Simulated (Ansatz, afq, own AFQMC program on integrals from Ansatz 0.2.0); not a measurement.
Atomization energy of CH2O, triplet

```xyz
4

O     0.0000    0.0000    0.6438
C     0.0000    0.0000   -0.6606
H     0.0000   -0.9567   -1.1734
H     0.0000    0.9567   -1.1734
```

Connectivity, by distances: O–CH2.

Atoms in their ground-state spins without spin–orbit coupling (mostly on UHF) minus the molecule (UHF), without zero-point energy. The geometry is a stationary point, not shown to be a minimum.

Basis cc-pVDZ. Noble-gas cores (and the filled d shells of Ga–Kr and In–Xe) are frozen. AFQMC by an in-house program on the Cholesky factors that Ansatz 0.2.0 writes for its CCSD(T) run. The CISD trial takes its coefficients from CCSD amplitudes. Released means that phaseless walkers are propagated on without the constraint, phases kept. Free AFQMC starts from the CCSD state and is never constrained. Its projection time is finite, and what remains of the start isn't in its error. Error bars are statistical, one sigma. The errors of all members are added in quadrature.

No full CI on the walks' own integrals is used here; CCSDT(Q) serves as the reference and is uncertain by about the last step of the cluster series. Each member takes its own surest rung, up to full CI.

The best estimate is CCSD(T) at the basis-set limit (CBS: def2-TZVPP and def2-QZVPP, with their diffuse functions for anions and beside diffuse sets, CCSD(T) itself extrapolated) plus the step from CCSD(T) to CCSDT(Q) in cc-pVDZ. Rows without CBS are in cc-pVDZ, the functionals in def2-TZVP; B2PLYP and the wave-function rows carry a basis error of their own. Core correlation and relativity beyond core potentials are missing, and ± holds the sampling alone.

Cautions: CH₂O (triplet): another spin lies lower.

Best estimate: 1244.7 kJ/mol.

```
         level  atomization energy (kJ/mol)  error against the best estimate (kJ/mol)
            HF                        850.7                                    -394.1
           MP2                       1132.3                                    -112.4
          CCSD                       1118.0                                    -126.7
       CCSD(T)                       1131.0                                    -113.7
         CCSDT                       1132.0                                    -112.7
      CCSDT(Q)                       1133.1                                    -111.6
 ph-AFQMC/CISD                 1132.2 ± 0.4                              -112.5 ± 0.4
released AFQMC                 1133.2 ± 0.4                              -111.5 ± 0.4
    free AFQMC                 1133.3 ± 0.4                              -111.4 ± 0.4
        HF/CBS                        880.7                                    -364.0
       MP2/CBS                       1245.9                                       1.1
   CCSD(T)/CBS                       1242.7                                      -2.0
           PBE                       1320.1                                      75.3
        r2SCAN                       1289.3                                      44.5
          PBE0                       1272.4                                      27.7
         B3LYP                       1268.3                                      23.6
       wB97M-V                       1259.2                                      14.5
        B2PLYP                       1240.2                                      -4.5
```

Correlation beyond CCSD(T) adds 2.0 kJ/mol. Going to the basis-set limit adds 111.6 kJ/mol at CCSD(T). The perturbative (T) step is worth +13.0 kJ/mol. The functionals spread over 79.9 kJ/mol; B2PLYP comes nearest and PBE is 75.3 kJ/mol too high.

Best estimates are given only where the step beyond CCSD(T) is under 0.3 eV and no member's determinant is very poor (T1 over 0.05, or 0.07 for open shells, ⟨S²⟩ too high by 0.3, two states mixed), so the hardest cases are missing from such tables.

The functionals ran in a triple-zeta set and keep a basis error of their own, a few kJ/mol for each bond in atomization energies and more for double hybrids, so close places among them and the extrapolated levels can swap.

CCSDT and higher add their correlation energy to the determinant of the CCSD(T) run, since their own runs factorise the integrals more tightly (a shift of under 2 meV). Free projections are given only where their last times agree within the noise and don't stop above the reference; a slow remainder of the start can still hide under it. Each member of a difference takes its own highest rung, so a best estimate needn't equal the limit plus the step of one row. A walk keeps the symmetry of its determinant, which the program's search chose and which needn't be the lowest solution, so a lower state of the same spin and another symmetry isn't excluded. Released energies are given only where the last usable release times agree within the noise; a slower fall can still hide under it.
